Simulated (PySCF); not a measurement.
Isomers of C3H5F2 (doublet state), one GFN2-xTB conformer each. Single-point energies are computed at B3LYP/pcH-1 (PySCF, gas phase, no added dispersion term), electronic only. GFN2-xTB treats the open shell by occupation alone, and not every SCF solution was tested for stability.

```tsv
SMILES	GFN2-xTB relative energy (kJ/mol)
CC[C](F)F	0.0
[CH2]CC(F)F	32.1
C[CH]C(F)F	11.0
```

Conformers: `[CH3:1][CH2:2][C:3]([F:4])[F:5]` (doublet state) with C1–C2–C3–F4 -68°; `[CH2:1][CH2:2][CH:3]([F:4])[F:5]` (doublet state) with H–C1–C2–C3 59° and -116°, C1–C2–C3–F4 -172°; `[CH3:1][CH:2][CH:3]([F:4])[F:5]` (doublet state) with C1–C2–C3–F4 -99°.

**Question.** What does B3LYP/pcH-1 give for the same structures?

**Answer.** 
```csv
SMILES,B3LYP/pcH-1 E (Eh),B3LYP/pcH-1 (kJ/mol),GFN2-xTB (kJ/mol),point group
CC[C](F)F,-316.97762,0.0,0.0,Cs
C[CH]C(F)F,-316.97669,2.4,11.0,C1
[CH2]CC(F)F,-316.97255,13.3,32.1,C1
```

Both levels put the same isomer lowest; measured from each level's own lowest isomer, the values differ by up to 18.8 kJ/mol ([CH2]CC(F)F: 32.1 against 13.3). Neighbours under 21 kJ/mol apart (CC[C](F)F and C[CH]C(F)F; C[CH]C(F)F and [CH2]CC(F)F) can change places with a better method, another conformer or zero-point energy.
